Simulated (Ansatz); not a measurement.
SiC: pressure series

Base system: SiC in the zinc blende structure (space group F-43m, No. 216; a = 4.3566 Å).

Cell and atoms are relaxed at each pressure.

All numbers come from Kohn–Sham DFT with the r2SCAN functional, run in Ansatz (an electronic-structure program) with PAW and 500 eV plane waves, spin-orbit coupling left out, earlier PAW set.

| pressure (GPa) | volume per atom (Å³/atom) |
|---|---|
| -2 | 10.429 |
| -1 | 10.382 |
| 0 | 10.336 |
| 0.3 | 10.323 |
| 0.7 | 10.305 |
| 1.5 | ? |
| 3 | 10.204 |
| 5 | 10.120 |
| 7.5 | 10.020 |

Question: Fit the third-order Birch–Murnaghan form P(V) = (3B₀/2)[(V₀/V)^(7/3) − (V₀/V)^(5/3)]·[1 + (3/4)(B₀′ − 4)((V₀/V)^(2/3) − 1)] (squares taken in P) to the rows shown and predict the withheld row.

Answer: Least squares on the printed values gives V₀ = 10.336 Å³/atom, B₀ = 228 GPa, B₀′ = 3.8; this predicts 10.269 Å³/atom, and the run gives 10.269 Å³/atom, in agreement.

Measured bulk modulus of SiC: 229.1 GPa (static lattice; corrected from measurement; as listed in Daniel Mejia-Rodriguez, S. B. Trickey, Phys. Rev. B (2018)); the computed value is 1 % below it.

Load acts through the strain it causes; cell and atoms are relaxed under it. Stability against distortions was not tested. No other phases were tried under pressure.
